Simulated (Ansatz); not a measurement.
A first, cheap relaxation of C$_{4}$H$_{4}$O$_{2}$ (`C#CCOC=O`).

```yaml
crystal:
  periodic: [false, false, false]
  atoms:
    - {symbol: C, position_ang: [1.546800, -1.838200, -0.262100]}
    - {symbol: C, position_ang: [0.681200, -1.151700, 0.159100]}
    - {symbol: C, position_ang: [-0.481200, -0.302600, 0.643400]}
    - {symbol: O, position_ang: [-0.102000, 1.067300, 0.579700]}
    - {symbol: C, position_ang: [-0.595700, 1.701700, -0.494200]}
    - {symbol: O, position_ang: [-1.338000, 1.306200, -1.332500]}
    - {symbol: H, position_ang: [2.362200, -2.410200, -0.665500]}
    - {symbol: H, position_ang: [-1.389600, -0.536700, 0.170000]}
    - {symbol: H, position_ang: [-0.582900, -0.552200, 1.730400]}
    - {symbol: H, position_ang: [-0.275700, 2.777200, -0.464900]}
basis:
  gaussian: {orbitals: def2-SVP}
hamiltonian: {xc: pbe, dispersion: d4}
relax: {f_tol: 0.03, max_steps: 200}
```

```sh
$ ansatz run in.yaml --threads 4 --pin off --events-out ev --progress --plain --max-ram 10444MiB
```

It prints (some lines left out):

```
Functional definition: PBE
mean field -8288.86866518 eV, -304.6103050486 hartree, gradient 4.8e-5 eV, S^2 0.000000; 0 other end points of the search recorded, 0 dependent functions left out
relax step   1: F+E_penalty+E_count = -8289.05063963 eV  Δ(F+E_penalty+E_count) = +0.000e0 eV  max|allowed force component| = 4.701e0 eV/Å  Δτ_max = 0.0000 Å  (28 SCF iters, accepted)
mean field -8289.06228876 eV, -304.6174205839 hartree, gradient 1.2e-5 eV, S^2 0.000000; 0 other end points of the search recorded, 0 dependent functions left out
relax step   2: F+E_penalty+E_count = -8289.24310806 eV  Δ(F+E_penalty+E_count) = -1.925e-1 eV  max|allowed force component| = 1.621e0 eV/Å  Δτ_max = 0.1042 Å  (39 SCF iters, accepted)
mean field -8289.15420807 eV, -304.6207985559 hartree, gradient 1.8e-5 eV, S^2 0.000000; 0 other end points of the search recorded, 0 dependent functions left out
relax step   3: F+E_penalty+E_count = -8289.33458100 eV  Δ(F+E_penalty+E_count) = -9.147e-2 eV  max|allowed force component| = 9.899e-1 eV/Å  Δτ_max = 0.0846 Å  (31 SCF iters, accepted)
mean field -8289.18622480 eV, -304.6219751491 hartree, gradient 1.2e-5 eV, S^2 0.000000; 0 other end points of the search recorded, 0 dependent functions left out
relax step   4: F+E_penalty+E_count = -8289.36696235 eV  Δ(F+E_penalty+E_count) = -3.238e-2 eV  max|allowed force component| = 5.199e-1 eV/Å  Δτ_max = 0.0178 Å  (33 SCF iters, accepted)
mean field -8289.19881635 eV, -304.6224378802 hartree, gradient 1.1e-5 eV, S^2 0.000000; 0 other end points of the search recorded, 0 dependent functions left out
relax step   5: F+E_penalty+E_count = -8289.37990864 eV  Δ(F+E_penalty+E_count) = -1.295e-2 eV  max|allowed force component| = 1.098e-1 eV/Å  Δτ_max = 0.0261 Å  (33 SCF iters, accepted)
mean field -8289.20013027 eV, -304.6224861658 hartree, gradient 1.1e-5 eV, S^2 0.000000; 0 other end points of the search recorded, 0 dependent functions left out
relax step   6: F+E_penalty+E_count = -8289.38121084 eV  Δ(F+E_penalty+E_count) = -1.302e-3 eV  max|allowed force component| = 6.745e-2 eV/Å  Δτ_max = 0.0152 Å  (33 SCF iters, accepted)
mean field -8289.20107862 eV, -304.6225210171 hartree, gradient 1.1e-5 eV, S^2 0.000000; 0 other end points of the search recorded, 0 dependent functions left out
relax step   7: F+E_penalty+E_count = -8289.38204481 eV  Δ(F+E_penalty+E_count) = -8.340e-4 eV  max|allowed force component| = 4.361e-2 eV/Å  Δτ_max = 0.0220 Å  (33 SCF iters, accepted)
mean field -8289.20135372 eV, -304.6225311267 hartree, gradient 1.1e-5 eV, S^2 0.000000; 0 other end points of the search recorded, 0 dependent functions left out
relax step   8: F+E_penalty+E_count = -8289.38223926 eV  Δ(F+E_penalty+E_count) = -1.945e-4 eV  max|allowed force component| = 2.881e-2 eV/Å  Δτ_max = 0.0083 Å  (33 SCF iters, accepted)
mean field -8289.20135372 eV, -304.6225311267 hartree, gradient 1.2e-5 eV, S^2 0.000000; 1 other end points of the search recorded, 0 dependent functions left out
Total energy: -8289.38226970 eV, -304.6291796662 hartree
Atom 0 at     1.559672    -1.860744    -0.275065 Å, force     0.023476     0.021682     0.003035 eV/Å
Atom 1 at     0.664052    -1.150361     0.155455 Å, force    -0.008231    -0.016884    -0.008083 eV/Å
Atom 2 at    -0.420773    -0.323413     0.669858 Å, force    -0.006236     0.017949     0.004138 eV/Å
Atom 3 at    -0.110674     1.092136     0.578854 Å, force    -0.014873    -0.004471    -0.024761 eV/Å
Atom 4 at    -0.634716     1.744074    -0.487251 Å, force     0.018917    -0.003379     0.028809 eV/Å
Atom 5 at    -1.341001     1.267642    -1.344024 Å, force    -0.002864    -0.002345     0.001466 eV/Å
Atom 6 at     2.361607    -2.476462    -0.658489 Å, force    -0.009972    -0.011101     0.000522 eV/Å
Atom 7 at    -1.357761    -0.522419     0.107515 Å, force     0.001351    -0.004341     0.001059 eV/Å
Atom 8 at    -0.589160    -0.522408     1.747679 Å, force     0.000051    -0.002480     0.000688 eV/Å
Atom 9 at    -0.306146     2.812755    -0.431133 Å, force    -0.001619     0.005371    -0.006872 eV/Å
Dipole moment:     0.136025    -0.081995     0.281176 e Å
```

Hardware: 4 threads of an Intel Xeon Platinum 8259CL on a shared host. Wall time 7.5 s, peak host memory 0.16 GiB.
